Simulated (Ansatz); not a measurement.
Born–Oppenheimer molecular dynamics of BCl₂H (4 atoms, charge 0, multiplicity 1). It starts at the highest image of a converged band, a first-order saddle point between two minima.

These are results of RKS B3LYP-D4/def2-SVP in Ansatz 0.2.0, not measurements.

```json
{
 "ensemble": "NVE (velocity Verlet)",
 "time step": "0.5 fs",
 "steps asked": "200",
 "starting velocities drawn for": "100 K",
 "seed": "8687"
}
```

Frames 0.5 fs apart, positions in Å, forces in eV/Å.

Velocities at 0.0 fs (Å/ps):

```
B -0.21 0.28 4.10
Cl -1.45 0.03 -1.91
H 3.35 -2.89 -1.99
Cl 1.42 -0.03 0.71
```

```xyz
4
Properties=species:S:1:pos:R:3:forces:R:3 time_fs=0.0 energy_less_start_eV=0.000 T=100
B 0.110 0.000 -0.690 -0.01 0.00 -0.01
Cl 1.226 0.000 1.729 0.00 0.00 0.01
H 1.198 0.000 0.184 0.00 0.00 0.00
Cl -1.577 0.000 -0.672 0.01 0.00 0.01
4
Properties=species:S:1:pos:R:3:forces:R:3 time_fs=0.5 energy_less_start_eV=0.000 T=100
B 0.110 0.000 -0.688 0.02 0.00 -0.02
Cl 1.225 0.000 1.728 0.00 0.00 0.02
H 1.200 -0.001 0.183 -0.01 0.00 -0.01
Cl -1.577 0.000 -0.672 -0.01 0.00 0.01
4
Properties=species:S:1:pos:R:3:forces:R:3 time_fs=1.0 energy_less_start_eV=0.000 T=99
B 0.110 0.000 -0.685 0.05 0.00 -0.02
Cl 1.225 0.000 1.727 0.00 0.00 0.03
H 1.201 -0.003 0.182 -0.02 0.00 -0.03
Cl -1.576 0.000 -0.671 -0.04 0.00 0.01
4
Properties=species:S:1:pos:R:3:forces:R:3 time_fs=1.5 energy_less_start_eV=0.000 T=99
B 0.109 0.000 -0.683 0.08 -0.01 -0.02
Cl 1.224 0.000 1.726 0.00 0.00 0.05
H 1.203 -0.004 0.181 -0.02 0.01 -0.04
Cl -1.575 0.000 -0.671 -0.06 0.00 0.01
4
Properties=species:S:1:pos:R:3:forces:R:3 time_fs=2.0 energy_less_start_eV=0.000 T=98
B 0.109 0.001 -0.681 0.11 -0.01 -0.03
Cl 1.223 0.000 1.725 0.00 0.00 0.06
H 1.204 -0.006 0.180 -0.03 0.01 -0.05
Cl -1.575 0.000 -0.671 -0.08 0.00 0.02
4
Properties=species:S:1:pos:R:3:forces:R:3 time_fs=2.5 energy_less_start_eV=0.001 T=98
B 0.109 0.001 -0.679 0.13 -0.01 -0.03
Cl 1.222 0.000 1.724 0.00 0.00 0.07
H 1.206 -0.007 0.179 -0.04 0.01 -0.07
Cl -1.574 0.000 -0.670 -0.10 0.00 0.02
4
Properties=species:S:1:pos:R:3:forces:R:3 time_fs=3.0 energy_less_start_eV=0.001 T=97
B 0.109 0.001 -0.677 0.16 -0.01 -0.03
Cl 1.222 0.000 1.724 0.00 0.00 0.09
H 1.207 -0.009 0.177 -0.05 0.01 -0.08
Cl -1.573 0.000 -0.670 -0.12 0.01 0.02
4
Properties=species:S:1:pos:R:3:forces:R:3 time_fs=3.5 energy_less_start_eV=0.001 T=97
B 0.109 0.001 -0.675 0.18 -0.02 -0.03
Cl 1.221 0.000 1.723 0.00 -0.01 0.10
H 1.208 -0.010 0.176 -0.05 0.02 -0.10
Cl -1.573 0.000 -0.669 -0.13 0.01 0.03
4
Properties=species:S:1:pos:R:3:forces:R:3 time_fs=4.0 energy_less_start_eV=0.001 T=96
B 0.109 0.001 -0.673 0.20 -0.02 -0.03
Cl 1.220 0.000 1.722 0.00 -0.01 0.11
H 1.210 -0.011 0.174 -0.06 0.02 -0.11
Cl -1.572 0.000 -0.669 -0.15 0.01 0.03
4
Properties=species:S:1:pos:R:3:forces:R:3 time_fs=4.5 energy_less_start_eV=0.001 T=96
B 0.110 0.001 -0.671 0.22 -0.02 -0.02
Cl 1.220 0.000 1.721 0.00 -0.01 0.12
H 1.211 -0.012 0.172 -0.06 0.02 -0.12
Cl -1.571 0.000 -0.669 -0.16 0.01 0.03
4
Properties=species:S:1:pos:R:3:forces:R:3 time_fs=5.0 energy_less_start_eV=0.001 T=96
B 0.110 0.001 -0.669 0.24 -0.02 -0.02
Cl 1.219 0.000 1.720 0.00 -0.01 0.13
H 1.212 -0.013 0.169 -0.07 0.02 -0.14
Cl -1.571 0.000 -0.668 -0.17 0.01 0.03
4
Properties=species:S:1:pos:R:3:forces:R:3 time_fs=5.5 energy_less_start_eV=0.001 T=96
B 0.110 0.001 -0.667 0.25 -0.03 -0.02
Cl 1.218 0.000 1.719 -0.01 -0.01 0.14
H 1.212 -0.015 0.166 -0.07 0.02 -0.15
Cl -1.570 0.000 -0.668 -0.18 0.01 0.03
```

Of the whole run (100 fs, mean temperature of the second half 6704 K): The conserved energy stayed within 2.6 meV per atom of its start (net change 0.1 meV per atom), so the integration is sound. The kinetic energy rose, since the run started high on the potential surface and went downhill. A run of 0.1 ps of so small a system gives no equilibrium averages. The orbitals stay closed-shell, which can raise the energy where a bond breaks towards radicals; this wasn't checked here.

Time of the run: 3.3 min on 1 thread of AMD EPYC 7B13 (Zen 3), with other jobs on the host, peak memory 0.12 GiB.
